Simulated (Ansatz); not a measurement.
Energy needed to pull apart SiH4O (SMILES O[SiH3]), closed shell, into free ground-state atoms, from the structure below (displaced at random from a GFN2-xTB minimum); no zero-point or spin–orbit terms; open-shell atoms are treated unrestricted, in their ground-state multiplicity.

O1  (0.654, -1.078, 0.376)
Si2  (-0.067, 0.300, -0.205)
H3  (0.106, -1.681, 0.939)
H4  (-1.206, 0.025, -1.109)
H5  (1.097, 0.966, -0.899)
H6  (-0.643, 1.146, 0.927)
(Å)

Ansatz 0.2.0; basis: def2-TZVPP; cores frozen in the correlated methods.

| method | atomization energy (kcal/mol) |
| --- | --- |
| SPW92 | 512.1 |
| PBE-D4 | 455.7 |
| r2SCAN-D4 | ? |
| PBE0-D4 | 449.6 |
| r2SCANh-D4 | 454.8 |
| wB97M-V | 460.1 |
| HF | 338.7 |
| MP2 | ? |
| CCSD | 445.3 |
| CCSD(T) | 449.7 |

What does MP2 give? (To be estimated.)

Computed: 451.9 kcal/mol, which is about 2.2 kcal/mol more than CCSD(T)/def2-TZVPP.

What does r2SCAN-D4 give? (An estimate is asked for; the value comes from the calculation.)

Computed: 457.6 kcal/mol, which is about 7.9 kcal/mol more than CCSD(T)/def2-TZVPP.

In triple zeta the MP2 and coupled-cluster atomization energies are still short of their basis limit by a few kcal/mol a bond, whereas those of the functionals are nearly converged, so these differences are not deviations from converged CCSD(T).

T1 diagnostic: at most 0.011.

For scale, one of the runs: CCSD(T)/def2-TZVPP forces, 129 basis functions (an equivalent command: `ansatz run in.yaml --threads 4`). The run took 14 s on 4 CPU threads (shared host), with 1.1 GiB of host memory at its peak.
